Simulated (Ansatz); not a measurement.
`C/N=C(\C)N` → 3 C• + 8 H• + 2 N•  (atomization)

Calculated with Ansatz (gas phase, PBE0-D4/def2-TZVP geometries, no zero-point term in ΔE). CCSD(T)/CBS is the MP2 limit (def2-TZVPP, def2-QZVPP) plus CCSD(T) − MP2 in def2-TZVPP, frozen cores. This one scheme is used for every species, atoms too. DFT in def2-TZVPP. B3LYP here is the variant with VWN-RPA as its local correlation; programs differ in this. No spin–orbit coupling; open shells (•) take unrestricted orbitals. Spin–orbit coupling would lower the free atoms: a little for C. One conformer a species, not always the lowest.

```csv
level,ΔE (eV)
ωB97X-V,52.66
B3LYP,52.42
HF/def2-TZVPP,36.95
MP2/def2-TZVPP,51.64
MP2/def2-QZVPP,52.48
SCS-MP2/def2-QZVPP,52.61
MP2/CBS(def2),53.06
CCSD/CBS(def2),51.54
```

What does CCSD(T)/CBS give? (Best estimate.)

Computed: +52.37 eV. The listed levels differ from it by 0.29, 0.05, -15.42, -0.73, 0.11, 0.24, 0.69, -0.83 eV.

Largest T1 diagnostic among the species: 0.012.

The D4 term adds +0.37 eV with B3LYP and +0.19 eV with PBE0; it sums over pairs of atoms, weighted by their polarisabilities, and B3LYP, whose exchange is more repulsive, gets the larger term. In def2-TZVPP, CCSD(T) changes the Hartree–Fock value by +14.00 eV (the triples alone add +0.83 eV) and MP2 by +14.69 eV; breaking electron pairs costs correlation energy, which Hartree–Fock lacks.

For atomizations the MP2-based limit and the directly extrapolated one differ by several kJ/mol either way, and by 10 to 25 for some Ge, Se and Sn compounds, so smaller differences from it don't rank the levels.
